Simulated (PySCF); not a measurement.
# Atomic charges against the basis set

1,3-propanediol, C3H8O2.
Atom-mapped SMILES: `[OH:1][CH2:2][CH2:3][CH2:4][OH:5]` (hydrogens: H6 on O1; H7, H8 on C2; H9, H10 on C3; H11, H12 on C4; H13 on O5)

PBE0 throughout (PySCF), one geometry, spherical d and f functions. Geometry: PBE0-D3(BJ)/def2-SVP, one conformer, isolated molecule. Atoms taken as equivalent share a column and are averaged.

Mulliken charges (e):

```
        basis  functions   O1/O5   C2/C4      C3  H6/H13  H7/H8/H11/H12  H9/H10
       STO-3G         33  -0.301  -0.048  -0.158  +0.211         +0.067  +0.084
        6-31G         61  -0.640  -0.069  -0.363  +0.398         +0.156  +0.180
       6-31G*         86  -0.665  -0.062  -0.383  +0.436         +0.151  +0.180
     def2-SVP        110  -0.344  +0.155  -0.157  +0.176         +0.021  +0.048
6-311+G(2d,p)        183  -0.440  -0.132  -0.256  +0.301         +0.125  +0.149
    def2-TZVP        203  -0.466  -0.034  -0.220  +0.318         +0.093  +0.106
```

IAO charges (e):

| basis | functions | O1/O5 | C2/C4 | C3 | H6/H13 | H7/H8/H11/H12 | H9/H10 |
| --- | --- | --- | --- | --- | --- | --- | --- |
| STO-3G | 33 | -0.349 | -0.132 | -0.283 | +0.251 | +0.116 | +0.140 |
| 6-31G | 61 | -0.536 | -0.076 | -0.289 | +0.350 | +0.128 | +0.150 |
| 6-31G* | 86 | -0.542 | -0.040 | -0.279 | +0.348 | +0.117 | +0.141 |
| def2-SVP | 110 | -0.540 | -0.035 | -0.273 | +0.347 | +0.114 | +0.137 |
| 6-311+G(2d,p) | 183 | -0.569 | -0.044 | -0.284 | +0.363 | +0.124 | +0.145 |
| def2-TZVP | 203 | -0.565 | -0.042 | -0.285 | +0.361 | +0.122 | +0.145 |

Hirshfeld charges (e):

```json
{"basis": "STO-3G", "functions": "33", "O1/O5": "-0.193", "C2/C4": "+0.055", "C3": "-0.024", "H6/H13": "+0.124", "H7/H8/H11/H12": "+0.004", "H9/H10": "+0.017"}
{"basis": "6-31G", "functions": "61", "O1/O5": "-0.234", "C2/C4": "+0.016", "C3": "-0.062", "H6/H13": "+0.151", "H7/H8/H11/H12": "+0.029", "H9/H10": "+0.040"}
{"basis": "6-31G*", "functions": "86", "O1/O5": "-0.225", "C2/C4": "+0.012", "C3": "-0.064", "H6/H13": "+0.150", "H7/H8/H11/H12": "+0.028", "H9/H10": "+0.039"}
{"basis": "def2-SVP", "functions": "110", "O1/O5": "-0.215", "C2/C4": "+0.004", "C3": "-0.077", "H6/H13": "+0.149", "H7/H8/H11/H12": "+0.030", "H9/H10": "+0.041"}
{"basis": "6-311+G(2d,p)", "functions": "183", "O1/O5": "-0.218", "C2/C4": "-0.003", "C3": "-0.084", "H6/H13": "+0.146", "H7/H8/H11/H12": "+0.035", "H9/H10": "+0.047"}
{"basis": "def2-TZVP", "functions": "203", "O1/O5": "-0.218", "C2/C4": "-0.005", "C3": "-0.084", "H6/H13": "+0.149", "H7/H8/H11/H12": "+0.034", "H9/H10": "+0.047"}
```

Some averages cover members that differ in this geometry, most widely: O1/O5, Hirshfeld in 6-31G -0.266 to -0.202; O1/O5, Hirshfeld in 6-31G* -0.256 to -0.194; O1/O5, Hirshfeld in def2-SVP -0.246 to -0.185; O1/O5, Hirshfeld in 6-311+G(2d,p) -0.248 to -0.188 e.

Which scheme is steadiest as the basis changes?

Largest range over the bases for any column: Hirshfeld 0.06 e, IAO 0.22 e, Mulliken 0.36 e. Hirshfeld charges move least and Mulliken charges most, counted in e. Without the minimal STO-3G basis the ranges are Hirshfeld 0.02, IAO 0.04, Mulliken 0.32 e.

How much do the charges still move between the two largest bases, 6-311+G(2d,p) and def2-TZVP?

At most, over all atoms: Mulliken 0.105 e, IAO 0.004 e, Hirshfeld 0.003 e.

What do the same runs give for the total energy, the frontier levels and the dipole moment?

| basis | energy (Eh) | HOMO (eV) | LUMO (eV) | μ (D) |
| --- | --- | --- | --- | --- |
| STO-3G | -265.7611 | -3.46 | 8.35 | 3.01 |
| 6-31G | -269.1679 | -6.87 | 1.74 | 4.27 |
| 6-31G* | -269.2467 | -6.94 | 1.97 | 3.58 |
| def2-SVP | -269.0644 | -7.07 | 1.33 | 3.52 |
| 6-311+G(2d,p) | -269.3522 | -7.41 | -0.03 | 3.59 |
| def2-TZVP | -269.3725 | -7.35 | 0.69 | 3.50 |

The dipole is fixed by the density alone, so its range of 1.26 D shows that the density itself changes with the basis, not only its division among atoms.
